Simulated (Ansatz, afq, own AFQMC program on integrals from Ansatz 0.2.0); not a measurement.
## Where AFQMC and coupled cluster stand for CH$_{2}$Al, doublet

| atom | x (Å) | y (Å) | z (Å) |
| --- | --- | --- | --- |
| Al | 0.0000 | -0.0992 | 0.5165 |
| C | 0.0000 | 0.1781 | -1.1334 |
| H | 0.0000 | 0.8652 | 1.7738 |
| H | 0.0000 | -0.3318 | -2.0941 |

Connectivity, by distances: AlH–CH.

Basis cc-pVDZ. Noble-gas cores (and the filled d shells of Ga–Kr and In–Xe) are frozen. AFQMC by an in-house program on the Cholesky factors that Ansatz 0.2.0 writes for its CCSD(T) run. The CISD trial takes its coefficients from CCSD amplitudes. Released means that phaseless walkers are propagated on without the constraint, phases kept. Uncertainties: one standard error, sampling alone.

Determinant: ROHF, the one that the program's search chose, which needn't be the lowest solution. The geometry is a point of a scan.

No full CI on the walks' own integrals is used here; CCSDT(Q) serves as the reference and is uncertain by about the last step of the cluster series.

Cautions: higher spins were not checked; a spin-contaminated unrestricted determinant lies lower (UHF 791 meV lower, ⟨S²⟩ 1.49); the released energies are still falling, so no released level is given (meV from the phaseless value at times in 1/Eh: -7 ± 16 at 0.24, -26 ± 14 at 0.51, -30 ± 17 at 0.99, -31 ± 15 at 1.62, -61 ± 20 at 2.40), though the last usable value meets CCSDT(Q) within the noise.

The T1 diagnostic is 0.0346. The weight of the determinant in the CISD state is 0.850. The size of the correlated space is 9 electrons in 36 orbitals.

Reference: CCSDT(Q), correlation energy -6.054 eV.

| level | E − E(reference) (kcal/mol) | share of correlation (%) |
| --- | --- | --- |
| HF | 139.61 | 0.00 |
| MP2 | 26.05 | 81.34 |
| CCSD | 7.10 | 94.92 |
| CCSD(T) | 1.46 | 98.96 |
| CCSDT | 0.54 | 99.62 |
| ph-AFQMC/HF | 4.05 ± 1.29 | 97.10 |
| ph-AFQMC/CISD | 0.93 ± 0.39 | 99.34 |

A walk keeps the symmetry of its determinant, which the program's search chose and which needn't be the lowest solution, so a lower state of the same spin and another symmetry isn't excluded.
